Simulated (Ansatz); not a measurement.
# AlHO (singlet): wave-function methods side by side at distance Al1–O2 = 1.797 Å, 6-31G

The task here is to estimate one member of a computed series from the others.

The runs use Ansatz 0.2.0, Gaussian basis; 6-31G, core rule «outside noble gas», up to 6 orbitals frozen.

Plan: UHF; CCSD(T) on RHF; BCCD(T) on RHF; CISD; CCSDT(Q) on RHF; CISDTQ; CCSDTQ on RHF; CASSCF and MRCISD+Q, 2 electrons in 2 orbitals; CASSCF and NEVPT2, 2 electrons in 2 orbitals; Full CI.

41 further runs of the same task are left out: 24 for a known fault of the program, 12 that didn't finish, 5 set aside as unsound or not needed.

### What is computed

The geometry derives from a PBE0/def2-TZVP stationary point (not a proven minimum). One bond is set to the value named and the two fragments are kept rigid.

3 atoms, charge 0, spin multiplicity 1.

Atoms are counted from 1 here; the program's logs count them from 0.

Bond lengths: Al1–O2 1.797 Å, O2–H3 0.950 Å. Angles: Al1–O2–H3 180.0°.

The first run:

Contents of in.yaml:

```yaml
crystal:
  periodic: [false, false, false]
  atoms:
    - {symbol: Al, position_ang: [0.000000, 0.000000, 1.514679]}
    - {symbol: O, position_ang: [0.000000, 0.000000, -0.282321]}
    - {symbol: H, position_ang: [0.000000, 0.000000, -1.232357]}
basis:
  gaussian: {orbitals: 6-31G}
magnetization: {spin_polarized: true, initial_magnetization: 0}
hamiltonian: {xc: hf}
output: {orbitals: {seedname: orbitals}}
```

Run with:

```sh
> ansatz run in.yaml --threads 1 --pin off --events-out ev --progress --plain --max-ram 2393MiB
```

Among the steps run: UHF; CCSD(T) on RHF; BCCD(T) on RHF; CISD; CCSDT(Q) on RHF; CISDTQ; CCSDTQ on RHF; CASSCF and MRCISD+Q, 2 electrons in 2 orbitals; CASSCF and NEVPT2, 2 electrons in 2 orbitals; Full CI.

One of the session's tables, all rows but one given; the rest of the session is left out.

```
       method  from FCI (kJ/mol)
          RHF             +447.7
         RMP2              +41.7
         CISD              +40.6
        RCCSD              +10.2
     RCCSD(T)               +2.3
      BCCD(T)               +1.7
       RCCSDT               +1.7
       CISDTQ               +2.1
    RCCSDT(Q)               -0.3
      RCCSDTQ                0.0
  CASSCF pair             +396.4
  NEVPT2 pair              +36.7
  MRCISD pair              +33.9
MRCISD+Q pair                  ?
          FCI                  0
```

**Question.** Estimate the row for MRCISD+Q pair.

As computed: from FCI (kJ/mol): +6.1. In the column «from FCI (kJ/mol)» it lies between RCCSD(T) (+2.3) and RCCSD (+10.2).

Caveats from the session: RCCSDT(Q) falls below full CI, which methods that aren't variational can do.
